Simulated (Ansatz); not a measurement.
What a trial cell of GaH₂ relaxes into

Computed with DFT PBE, scalar-relativistic, plane waves, PAW (Ansatz). Cutoff 420 eV, Γ-centred k mesh, Gaussian smearing, no spin polarisation in the final step.

The start puts GaH₂ on the fluorite structure type (Fm-3m, No. 225), with Ga in place of Ca, H in place of F, at a guessed volume.

```
CELL_PARAMETERS angstrom
0.00000 2.44095 2.44095
2.44095 0.00000 2.44095
2.44095 2.44095 0.00000
ATOMIC_POSITIONS crystal
Ga 0.00000 0.00000 0.00000
H 0.25000 0.25000 0.25000
H 0.75000 0.75000 0.75000
```

Cell and atoms relax at zero pressure; the relaxation can't lower the symmetry of the start.

The zero of energy is the elements' standard structures at the same level (H₂ as a molecule); no fitted shifts are applied.

(1) Which crystal results?

(2) What are its volume, energy, density and gap?

Answers

(1) It keeps Fm-3m (No. 225). The result has the fluorite structure. Conventional cell: a = 4.814 Å. Ga has 8 H at 2.08 Å; H has 4 Ga at 2.08 Å and 6 H at 2.41 Å.

Space group Fm-3m (No. 225). a = 4.814 Å, b = 4.814 Å, c = 4.814 Å, α = 90.00°, β = 90.00°, γ = 90.00°
```csv
atom,site,symmetry,x,y,z
Ga,4a,m-3m,0.0000,0.0000,0.0000
H,8c,-43m,0.2500,0.7500,0.7500
```

(2) The volume per atom is 9.30 Å³ and the density is 4.27 g/cm³. The energy over the elements is 0.45 eV/atom and the gap on the 16×16×16 mesh is 0 eV (a metal).

The final run used a 16×16×16 mesh on its 3-atom cell and 0.10 eV smearing. The k mesh leaves about 4 meV/atom of noise in metals. Symmetry constrained the relaxation, so the result can be a saddle point. The steps took about 17 core-seconds in all.

Cost: 2 runs of about 0.29 core-minutes in all, on Arm Neoverse V1 (shared hosts).